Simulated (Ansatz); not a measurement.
A run of Ansatz (development build ahead of 0.2.0) on doublet C2H at this shape:

```xyz
3

H     0.0000    0.0000   -1.0500
C     0.0000    0.0000    0.0000
C     0.0000    0.0000    2.3180
```

Its results:

* Converged: yes
* Total energy: -76.24458 hartree
* Spin squared of the determinant: 1.649
* Stability test: minimum

Forces (eV/Å):
```json
{"atom": "H1", "Fx": "0.000", "Fy": "0.000", "Fz": "-2.409"}
{"atom": "C2", "Fx": "0.000", "Fy": "0.000", "Fz": "6.336"}
{"atom": "C3", "Fx": "0.000", "Fy": "0.000", "Fz": "-3.927"}
```

Task: Which input gives this output? Name the method, the orbitals and the basis set, and write the input.

Result: PBE (unrestricted) in 6-31G.

```yaml
crystal:
  periodic: [false, false, false]
  atoms:
    - { symbol: H, position_ang: [0.0, 0.0, -1.05] }
    - { symbol: C, position_ang: [0.0, 0.0, 0.0] }
    - { symbol: C, position_ang: [0.0, 0.0, 2.318] }
basis:
  gaussian: { orbitals: "6-31G" }
magnetization:
  spin_polarized: true
  initial_magnetization: 1
hamiltonian:
  xc: pbe
output:
  forces: true
```

Caution: the unrestricted determinant is a mixture of spin states.
